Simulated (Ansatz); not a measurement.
Consider the atomization: `FC/N=C/Cl` → 2 C• + Cl• + F• + 3 H• + N•.

Computed with Ansatz on PBE0-D4/def2-TZVP structures; ΔE is electronic, products minus reactants. CBS: MP2 limit from def2 TZ/QZ plus the TZ coupled-cluster correction, frozen cores. This one scheme is used for every species, atoms too. DFT in def2-TZVPP. HSE06 is defined as in plane-wave codes. No spin–orbit coupling; open shells (•) take unrestricted orbitals. Spin–orbit coupling would lower the free atoms: a little for C, Cl, F. Each species was taken in one conformer, which may not be the lowest.

(1) What is ΔE at CCSD(T)/CBS? (An estimate is asked.)

(2) What do these levels give: r2SCANh-D4, r2SCAN0-D4, BHLYP-D4, ωB97X-V, B2PLYP, PBE, r2SCANh, HSE06, CAM-B3LYP, HF/def2-SVP, CCSD/def2-SVP, SCS-MP2/def2-QZVPP? (Best estimate.)

Largest T1 diagnostic among the species: 0.012.

Answers

(1) The calculation gave: +3026.5 kJ/mol.

(2) Ansatz gave: r2SCANh-D4 3015.0, r2SCAN0-D4 2966.2, BHLYP-D4 2893.0, ωB97X-V 3048.7, B2PLYP 3007.1, PBE 3166.4, r2SCANh 3011.3, HSE06 3063.7, CAM-B3LYP 3041.6, HF/def2-SVP 2063.7, CCSD/def2-SVP 2806.4, SCS-MP2/def2-QZVPP 3050.7 kJ/mol.

From PBE to PBE0 (25 % exact exchange), in def2-TZVPP and without D4, ΔE moves by −107.2 kJ/mol: exact exchange takes away binding that semilocal exchange gives to molecules. Leaving LDA and LC-ωPBE aside and taking each functional with its dispersion term where it has one, the values, not all of them listed here, spread over 287.5 kJ/mol, from BHLYP-D4 to PBE-D4. LDA lies +451.0 kJ/mol from PBE without D4, its usual overbinding. The D4 term adds +22.6 kJ/mol with B3LYP and +11.8 kJ/mol with PBE0; it sums over pairs of atoms, weighted by their polarisabilities, and B3LYP, whose exchange is more repulsive, gets the larger term.

B3LYP here is the variant with VWN-RPA as its local correlation; programs differ in this.

For atomizations the MP2-based limit and the directly extrapolated one differ by several kJ/mol either way, and by 10 to 25 for some Ge, Se and Sn compounds, so smaller differences from it don't rank the levels.
